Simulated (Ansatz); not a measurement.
A nudged elastic band was laid between two geometries of CH$_{4}$BF (7 atoms, charge 0, multiplicity 1).

Computed with RKS PBE0-D4/def2-SVP in Ansatz.

* movable images: 7
* climbing image: yes
* spring: 5.0 eV/Å²
* optimiser: quadratic models (default)
* start path: through a guess of the saddle point
* force threshold: 0.05 eV/Å
* iteration limit: 60
* end points: relaxed

Initial state:

```xyz
7
Properties=species:S:1:pos:R:3
B 0.124 0.001 0.118
H 0.140 -0.001 1.332
F 1.309 -0.005 -0.478
C -1.188 0.006 -0.720
H -1.770 -0.902 -0.481
H -1.828 0.850 -0.412
H -1.025 0.050 -1.806
```

Final state:

```xyz
7
Properties=species:S:1:pos:R:3
B -0.306 0.007 -0.186
H 1.426 0.000 0.683
F 2.281 -0.011 1.095
C -1.660 0.002 -0.881
H -2.206 -0.926 -0.632
H -2.255 0.872 -0.550
H -1.519 0.056 -1.976
```

(1) What changes between the two ends?

(2) What energy profile does the band end with?

(3) What is the geometry of the highest image?

The band took 16 iterations and roughly 2.7 core-minutes.

Answers

(1) Bonds broken: B1–H2, B1–F3. Bonds formed: H2–F3. CH4BF becomes CH3B + FH.

(2) It converged. The highest image is number 4 of 0 to 8, 4.95 eV above the first end and 0.12 eV above the last; the last end lies 4.83 eV above the first. Neighbouring images differ by up to 2.5 eV, so the band resolves the path poorly. A vibrational analysis at the climbing image gives 2 clearly imaginary modes (550i, 109i cm⁻¹): a point of higher order, so a lower path passes nearby. The orbitals stay closed-shell, which can raise the energy where a bond breaks towards radicals; this wasn't checked here.

```
image  path coordinate (Å)  energy (eV)  B1–H2 (Å)  B1–F3 (Å)  H2–F3 (Å)
    0                 0.00         0.00       1.21       1.33       2.15
    1                 0.40         0.20       1.21       1.33       2.03
    2                 0.80         1.44       1.19       1.42       1.70
    3                 1.20         3.99       1.24       1.71       1.37
    4                 1.60         4.95       1.48       2.03       1.06
    5                 2.14         4.86       1.77       2.49       0.97
    6                 2.68         4.85       1.85       2.69       0.96
    7                 3.22         4.84       1.91       2.82       0.95
    8                 3.75         4.83       1.94       2.89       0.95
```

(3) 
```xyz
7
Properties=species:S:1:pos:R:3
B -0.466 -0.003 0.509
H 0.969 -0.003 0.858
F 1.484 0.002 -0.071
C -1.372 0.002 -0.722
H -1.995 -0.911 -0.701
H -2.055 0.867 -0.655
H -0.805 0.044 -1.665
```

The run took 2.7 min on 1 thread of Arm Neoverse V1 (shared host), peak memory 0.11 GiB.
